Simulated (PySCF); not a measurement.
Molecule: SMILES [SiH4], H4Si.

Molfile (atoms numbered from 1):
```
H4Si
     RDKit          3D

  5  4  0  0  0  0  0  0  0  0999 V2000
    0.0186   -0.0207   -0.0194 Si  0  0  0  0  0  4  0  0  0  0  0  0
   -0.1754    1.2070   -0.8463 H   0  0  0  0  0  0  0  0  0  0  0  0
   -0.7291    0.1209    1.2649 H   0  0  0  0  0  0  0  0  0  0  0  0
    1.4723   -0.2027    0.2677 H   0  0  0  0  0  0  0  0  0  0  0  0
   -0.4943   -1.2092   -0.7634 H   0  0  0  0  0  0  0  0  0  0  0  0
  1  2  1  0
  1  3  1  0
  1  4  1  0
  1  5  1  0
M  END
```

Geometry PBE0-D3(BJ)/def2-SVP throughout; GIAO in PySCF 2.14.0 with density-fitted response routines, gas phase, one conformer, non-relativistic; equivalent atoms averaged; functional PBE0.

(1) How do the absolute shieldings σ depend on the basis set? (ppm; last column core-seconds on shared hosts with different chips, so compare them loosely)

(2) Which nucleus moves most, in ppm?

(3) Taking the largest basis, pcSseg-3 (208 functions), as the yardstick, rank the others by their worst heavy-atom deviation.

## Answers

(1) 
| basis set | functions | Si1 | H2/H3/H4/H5 | core-s |
| --- | --- | --- | --- | --- |
| STO-3G | 13 | 607.7 | 31.00 | 0.5 |
| 6-31G | 21 | 523.3 | 29.27 | 0.78 |
| pcSseg-0 | 21 | 500.4 | 29.43 | 0.71 |
| 6-31G* | 26 | 482.5 | 28.22 | 0.82 |
| def2-SVP | 38 | 502.0 | 27.79 | 0.85 |
| cc-pVDZ | 38 | 505.1 | 27.77 | 1.1 |
| pcSseg-1 | 44 | 455.0 | 27.71 | 0.99 |
| 6-311+G(2d,p) | 59 | 449.0 | 27.71 | 1.4 |
| def2-TZVP | 61 | 438.9 | 27.67 | 1.6 |
| aug-cc-pVDZ | 63 | 523.7 | 27.74 | 1.8 |
| IGLO-III | 84 | 452.1 | 27.68 | 1.9 |
| cc-pVTZ | 90 | 459.9 | 27.70 | 2.1 |
| pcSseg-2 | 99 | 447.1 | 27.67 | 1.2 |
| pcSseg-3 | 208 | 443.8 | 27.59 | 6.9 |

(2) Si1 (silicon bonded to 4 H): from 438.9 ppm with def2-TZVP to 607.7 ppm with STO-3G. The smallest spread is 3.41 ppm, at H2/H3/H4/H5.

(3) pcSseg-2 3.3 ppm (99 functions), def2-TZVP 4.9 ppm (61 functions), 6-311+G(2d,p) 5.2 ppm (59 functions), IGLO-III 8.3 ppm (84 functions), pcSseg-1 11.2 ppm (44 functions), cc-pVTZ 16.1 ppm (90 functions), 6-31G* 38.7 ppm (26 functions), pcSseg-0 56.6 ppm (21 functions), def2-SVP 58.2 ppm (38 functions), cc-pVDZ 61.3 ppm (38 functions), 6-31G 79.5 ppm (21 functions), aug-cc-pVDZ 79.9 ppm (63 functions), STO-3G 164.0 ppm (13 functions).

A small basis that lands close on one nucleus may do so by chance; judge by the trend and by all nuclei.
